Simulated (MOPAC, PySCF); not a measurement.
C3H4, SMILES `C#CC`, neutral singlet in the gas phase. 

Cartesian coordinates (Å):
SMILES: C(#C)C
```xyz
7

C      1.7019    -0.0630     0.0030
C      0.5032    -0.0186     0.0009
C     -0.9499     0.0351    -0.0017
H      2.7631    -0.1022     0.0049
H     -1.3022     1.0441    -0.2252
H     -1.3637    -0.6406    -0.7529
H     -1.3524    -0.2548     0.9710
```
Charge 0, multiplicity 1.

All levels are single points at this geometry (B3LYP-D3(BJ)/def2-TZVP); Pople sets use spherical d functions. Orbital energies aren't observables, and empty levels follow the basis.

PM6 in MOPAC gives gap (eV) = 12.74.

Problem. Estimate the gap (eV) from each of these levels: ωB97X-D3(BJ)/def2-TZVP in PySCF; BP86/6-31G* in PySCF; PBE/6-31G* in PySCF; HF/6-31G* in PySCF; PM7 in MOPAC.

Solution. 
| level | gap (eV) |
|---|---|
| ωB97X-D3(BJ)/def2-TZVP in PySCF | 13.45 |
| BP86/6-31G* in PySCF | 6.96 |
| PBE/6-31G* in PySCF | 6.97 |
| HF/6-31G* in PySCF | 16.34 |
| PM7 in MOPAC | 12.67 |
